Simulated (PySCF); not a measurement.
Compound: C₅H₅S (charge +1).
Cartesian coordinates in Å at the PBE0-D3(BJ)/def2-SVP level; atoms count from 1:
```xyz
11
C5H5S angstrom
C     -0.314    1.106   -0.126
C     -1.314    0.130   -0.061
C     -1.031   -1.215    0.085
S      0.528   -1.846    0.199
C      1.518   -0.487    0.093
C      1.050    0.805   -0.051
H     -0.612    2.152   -0.241
H     -2.364    0.429   -0.126
H     -1.821   -1.971    0.135
H      2.588   -0.712    0.150
H      1.783    1.614   -0.108
```

The closed-shell ground state was solved at several levels (PySCF, density fitting, gas phase, non-relativistic).

```
              level  basis functions  HOMO (eV)  LUMO (eV)  gap (eV)
CAM-B3LYP/def2-SVPD              167     -15.01      -6.93      8.08
      PBE0/pcSseg-1              134     -13.88      -8.08      5.80
```

Q: Estimate the row for wB97X-D/pcSseg-2, a basis of 293 functions; the other rows only guide the guess.

A: HOMO -15.52 eV, LUMO -6.25 eV, gap 9.27 eV.

Q: Over all these levels, which gives the widest orbital gap and which the narrowest?

A: wB97X-D/pcSseg-2 (range-separated hybrid) has the widest, 9.27 eV, and PBE0/pcSseg-1 (global hybrid, 25 % exact exchange) the narrowest, 5.80 eV. Functional and basis both differ between the two, so the spread mixes both effects.
